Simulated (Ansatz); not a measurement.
## How far each method lies from full CI for [H···H···SiH3], doublet

Geometry: a point of a hydrogen-transfer path between rigid fragments, not a stationary point.

```xyz
6

H    -2.6739    0.0000    0.0000
H    -1.9809    0.0000    0.0000
Si    0.1071    0.0000    0.0000
H     0.5571   -1.4163    0.0000
H     0.5571    0.7081   -1.2265
H     0.5571    0.7081    1.2265
```

Basis 6-31G; Ansatz 0.2.0. Correlated methods freeze the noble-gas cores, which leaves 9 electrons in 18 orbitals. R marks a restricted (for open shells ROHF) determinant, U an unrestricted one. Active spaces: pair = (3e, 3o) about the gap; valence = (9e, 9o) chosen from the atoms' valence shells.

Full CI is exact within this basis and frozen core; it isn't the basis-set limit. The frozen core follows each run's orbitals, which can shift R against U totals by a few meV.

For open shells CISD is restricted-active-space CI with the open shells as a complete middle space.

* UHF ⟨S²⟩: 0.760
* T1 diagnostic (RCCSD): 0.0150
* largest doubles amplitude (RCCSD): 0.038
* T1 diagnostic (UCCSD): 0.0088

```tsv
level	E − E(full CI) (mEh)	share of correlation (%)	wall time
RHF	96.84	0.00	–
UHF	94.72	2.19	–
RMP2	28.31	70.77	–
UMP2	27.86	71.23	–
CISD	5.34	94.49	0.51 s
RCCSD	1.26	98.70	–
UCCSD	1.26	98.70	–
RCCSD(T)	0.38	99.60	1.3 s
UCCSD(T)	0.39	99.60	0.78 s
BCCD(T)	0.38	99.60	0.81 s
RCCSDT	0.04	99.96	–
UCCSDT	0.04	99.96	–
RCCSDT(Q)	0.01	99.99	3.6 s
UCCSDT(Q)	0.01	99.99	3.6 s
RCCSDTQ	0.00	100.00	42 s
CASSCF (pair space)	79.11	18.31	–
NEVPT2 (pair space)	24.09	75.12	0.54 s
CASSCF (valence space)	28.17	70.91	–
NEVPT2 (valence space)	8.88	90.83	3.2 s
NEVPT4(SD) (valence space)	1.80	98.14	5.5 s
MRCISD (valence space)	0.99	98.98	–
MRCISD+Q (valence space)	0.50	99.48	5.5 s
```

The correlation energy at full CI, counted from RHF, is -2.635 eV. That run took 96 s on 1 thread of Intel Xeon Platinum 8259CL, shared host over 13,106,016 determinants.

Times hold each run's SCF and search for its determinant on a shared host, so for small cases they say little of a method's own cost; they ran on 1 thread of Intel Xeon Platinum 8259CL.

The full-CI state has the irrep A' of Cs, in the program's axes (one component, if the state is degenerate).

Natural occupations of full CI about the gap: 1.976 1.973 1.962 1.962 0.996 0.032 0.026 0.026 0.020 0.006; effectively unpaired electrons, Σ n²(2−n)², 1.03.
